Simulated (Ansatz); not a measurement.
Cost and result for the atomization energy of `[SiH2][SiH2]Cl` radical (7 atoms, 6 bonds).

Total charge 0; spin multiplicity 2. The geometry is a stationary point of PBE0-D4/def2-TZVP. Program: Ansatz. All runs use 2 threads of a server CPU on a shared host. Times are those of one run each, without the atoms' runs, and a repeat can differ threefold. Electronic energies, without spin–orbit coupling; frozen cores. CCSD(T)/CBS adds CCSD(T) − MP2 in def2-TZVPP to the MP2 limit, and its time is that of the two runs behind it. T1 = 0.013; ⟨S²⟩ of the reference is 0.76. B3LYP takes the VWN-RPA correlation (the form of Gaussian; ORCA's B3LYP/G).

CCSD(T)/CBS is a level of theory with its own doubt, some kJ/mol a heavy atom from the limit and from the frozen cores, so smaller differences don't rank the functionals.

```
                            level  functions  wall time
           LDA (SPW92)/def2-TZVPP        182      1.6 s
                 CCSD(T)/def2-SVP         74      2.7 s
             revPBE-D4/def2-TZVPP        182      3.1 s
              BHLYP-D4/def2-TZVPP        182      4.6 s
          CAM-B3LYP-D4/def2-TZVPP        182        5 s
               PBE0-D4/def2-TZVPP        182        5 s
B3LYP-D4/def2-TZVPP (with forces)        182      5.5 s
              PBE-QIDH/def2-TZVPP        182      5.5 s
                B2PLYP/def2-TZVPP        182        6 s
                B97M-V/def2-TZVPP        182       15 s
                   MP2/def2-QZVPP        330       19 s
               CCSD(T)/def2-TZVPP        182       99 s
                CCSD(T)/CBS(def2)          –      120 s
```

**Question.** What atomization energy does each give, and how far from CCSD(T)/CBS? (Best estimate.)

**Answer.** Computed: 
```
                            level  atomization (kcal/mol)  difference from CCSD(T)/CBS  per bond
           LDA (SPW92)/def2-TZVPP                   505.1                         47.9       8.0
                 CCSD(T)/def2-SVP                   419.8                        -37.4      -6.2
             revPBE-D4/def2-TZVPP                   448.3                         -8.9      -1.5
              BHLYP-D4/def2-TZVPP                   451.8                         -5.4      -0.9
          CAM-B3LYP-D4/def2-TZVPP                   455.9                         -1.3      -0.2
               PBE0-D4/def2-TZVPP                   453.7                         -3.5      -0.6
B3LYP-D4/def2-TZVPP (with forces)                   455.3                         -1.9      -0.3
              PBE-QIDH/def2-TZVPP                   452.5                         -4.7      -0.8
                B2PLYP/def2-TZVPP                   448.1                         -9.1      -1.5
                B97M-V/def2-TZVPP                   463.5                          6.3       1.1
                   MP2/def2-QZVPP                   450.5                         -6.7      -1.1
               CCSD(T)/def2-TZVPP                   443.7                        -13.5      -2.2
                CCSD(T)/CBS(def2)                   457.2                          0.0       0.0
```

In def2-TZVPP, CCSD(T) changes the Hartree–Fock value by +92.8 kcal/mol (the triples alone add +4.6 kcal/mol) and MP2 by +91.6 kcal/mol; breaking electron pairs costs correlation energy, which Hartree–Fock lacks. From r2SCAN to r2SCAN0 (25 % exact exchange), in def2-TZVPP and without D4, the atomization energy moves by −3.6 kcal/mol: exact exchange takes away binding that semilocal exchange gives to molecules. The D4 term adds +6.5 kcal/mol with B3LYP and +3.4 kcal/mol with PBE0; it sums over pairs of atoms, weighted by their polarisabilities, and B3LYP, whose exchange is more repulsive, gets the larger term.
